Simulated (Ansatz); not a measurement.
Take a crystal in which Cs has been replaced by Na on all its sites, with the cell rescaled by a rough guess (in some cases also distorted within its space group) and nothing relaxed:

```
Na Pb I Br
1.0
     5.89052    0.00000    0.00000
     0.00000    5.89052    0.00000
     0.00000    0.00000    5.59298
Na Pb I Br
1 1 2 1
Cartesian
  2.9453 2.9453 2.7965
  0.0000 0.0000 0.0000
  0.0000 2.9453 0.0000
  2.9453 0.0000 0.0000
  0.0000 0.0000 2.7965
```

Theory: DFT PBE, scalar-relativistic, plane waves, PAW in Ansatz.

Cutoff 420 eV; k points 6×6×6 on the computed 5-atom cell (Γ-centred); Gaussian smearing, width 0.02 eV; no spin polarisation.

Problem. Will this cell want to expand or contract, and how hard?

Solution. The pressure is 5.4 GPa (positive in compression), so the cell would expand.

Problem. Is it a metal on this mesh?

Solution. No: the gap is 0.43 eV, the least direct gap 0.58 eV.

Problem. What is its energy against the elements in their standard states?

Solution. -0.668 eV/atom at this unrelaxed geometry, with the elements in the same functional.

Spin-orbit coupling is left out, which matters for the bands of heavy elements.